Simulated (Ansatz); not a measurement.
Cost and result for the atomization energy of C₂H₂ClFS (`FC(Cl)C=S`) (7 atoms, 6 bonds).

The species carries charge 0 and has multiplicity 1. All single points use the PBE0-D4/def2-TZVP geometry. It is one conformer, not always the lowest. Program: Ansatz. All runs use 2 threads of an Arm Neoverse V1 on a shared host. Times are those of one run each, without the atoms' runs, and a repeat can differ threefold. Electronic energies, without spin–orbit coupling; frozen cores. CCSD(T)/CBS adds CCSD(T) − MP2 in def2-TZVPP to the MP2 limit, and its time is that of the two runs behind it. T1 = 0.014; the RHF reference is unstable towards UHF. B3LYP takes the VWN-RPA correlation (the form of Gaussian; ORCA's B3LYP/G). HSE06 is the plane-wave form, built on full-range PBE exchange.

CCSD(T)/CBS is a level of theory with its own doubt, some kJ/mol a heavy atom from the limit and from the frozen cores, so smaller differences don't rank the functionals.

```
                            level  functions  wall time
               BLYP-D4/def2-TZVPP        205      2.9 s
             revPBE-D4/def2-TZVPP        205      3.1 s
  PBE-D4/def2-TZVPP (with forces)        205      3.4 s
               PBE0-D4/def2-TZVPP        205      4.5 s
              HSE06-D4/def2-TZVPP        205      4.6 s
                 CCSD(T)/def2-SVP         88        5 s
B3LYP-D4/def2-TZVPP (with forces)        205        7 s
                B2PLYP/def2-TZVPP        205        9 s
               ωB97X-V/def2-TZVPP        205       12 s
                B97M-V/def2-TZVPP        205       15 s
                   MP2/def2-QZVPP        371       29 s
               CCSD(T)/def2-TZVPP        205    2.5 min
                CCSD(T)/CBS(def2)          –    2.9 min
```

Question: What atomization energy does each give, and how far from CCSD(T)/CBS? (Estimate.)

Answer: Computed: 
```json
{"level": "BLYP-D4/def2-TZVPP", "atomization (kcal/mol)": "612.3", "difference from CCSD(T)/CBS": "3.5", "per bond": "0.6"}
{"level": "revPBE-D4/def2-TZVPP", "atomization (kcal/mol)": "618.0", "difference from CCSD(T)/CBS": "9.2", "per bond": "1.5"}
{"level": "PBE-D4/def2-TZVPP (with forces)", "atomization (kcal/mol)": "638.8", "difference from CCSD(T)/CBS": "30.0", "per bond": "5.0"}
{"level": "PBE0-D4/def2-TZVPP", "atomization (kcal/mol)": "616.7", "difference from CCSD(T)/CBS": "7.9", "per bond": "1.3"}
{"level": "HSE06-D4/def2-TZVPP", "atomization (kcal/mol)": "617.4", "difference from CCSD(T)/CBS": "8.6", "per bond": "1.4"}
{"level": "CCSD(T)/def2-SVP", "atomization (kcal/mol)": "571.2", "difference from CCSD(T)/CBS": "-37.6", "per bond": "-6.3"}
{"level": "B3LYP-D4/def2-TZVPP (with forces)", "atomization (kcal/mol)": "605.9", "difference from CCSD(T)/CBS": "-2.9", "per bond": "-0.5"}
{"level": "B2PLYP/def2-TZVPP", "atomization (kcal/mol)": "600.7", "difference from CCSD(T)/CBS": "-8.1", "per bond": "-1.3"}
{"level": "ωB97X-V/def2-TZVPP", "atomization (kcal/mol)": "610.7", "difference from CCSD(T)/CBS": "1.9", "per bond": "0.3"}
{"level": "B97M-V/def2-TZVPP", "atomization (kcal/mol)": "613.6", "difference from CCSD(T)/CBS": "4.8", "per bond": "0.8"}
{"level": "MP2/def2-QZVPP", "atomization (kcal/mol)": "623.3", "difference from CCSD(T)/CBS": "14.5", "per bond": "2.4"}
{"level": "CCSD(T)/def2-TZVPP", "atomization (kcal/mol)": "589.4", "difference from CCSD(T)/CBS": "-19.4", "per bond": "-3.2"}
{"level": "CCSD(T)/CBS(def2)", "atomization (kcal/mol)": "608.8", "difference from CCSD(T)/CBS": "0.0", "per bond": "0.0"}
```

From BLYP to BHLYP (50 % exact exchange), in def2-TZVPP and without D4, the atomization energy moves by −32.1 kcal/mol: exact exchange takes away binding that semilocal exchange gives to molecules. In def2-TZVPP, CCSD(T) changes the Hartree–Fock value by +180.0 kcal/mol (the triples alone add +16.2 kcal/mol) and MP2 by +202.6 kcal/mol; breaking electron pairs costs correlation energy, which Hartree–Fock lacks. Leaving LDA and LC-ωPBE aside and taking each functional with its dispersion term where it has one, the values, not all of them listed here, spread over 62.7 kcal/mol, from BHLYP-D4 to PBE-D4. LDA lies +96.1 kcal/mol from PBE without D4, its usual overbinding.
